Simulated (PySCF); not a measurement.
Compound: HNO₃.
Structure used (PBE0-D3(BJ)/def2-TZVP), in Å, numbered top down from 1:
```
atom  x, y, z in Å
O1     1.066   -0.737   -0.375
N2     1.066    0.429   -0.193
O3    -0.162    0.982   -0.077
O4    -1.216    0.065   -0.195
H5    -0.720   -0.773   -0.336
```

Computed with PySCF at wB97X-D/pcSseg-2, non-relativistic, on one gas-phase PBE0-D3(BJ)/def2-TZVP geometry that isn't relaxed in the solvent. The solvent is an IEF-PCM continuum (Bondi radii, 1.10 Å for H, scaled by 1.2). Only the electrostatic response of the medium enters.

Gas phase at wB97X-D/pcSseg-2: HOMO -11.04 eV, LUMO -0.72 eV, dipole 0.87 D.

**Question.** What does the continuum do to the energy, the frontier levels and the dipole at wB97X-D/pcSseg-2 in chloroform?

**Answer.** 
```json
{"solvent": "chloroform", "ε": "4.711", "E(solvent) − E(gas) (kcal/mol)": "-2.14", "polarisation term (kcal/mol)": "-2.30", "distortion of the solute (kcal/mol)": "0.16", "HOMO (eV)": "-10.90", "LUMO (eV)": "-0.57", "dipole (D)": "1.04"}
```

Polarisation term: ½ Σ q·V over the induced surface charges. Distortion: the rise of the solute's own energy as its density leaves the gas-phase optimum.

**Question.** Give the dipole vector in the frame of the coordinates (D, pointing from negative to positive charge), gas and chloroform.

**Answer.** Gas (0.06, -0.86, -0.13), solvent (0.09, -1.02, -0.16). Its length changes by +19 % and its direction by less than 1°.

The pairwise dispersion term of wB97X-D wasn't added to the energies; at a given geometry it leaves orbitals and properties as they are.
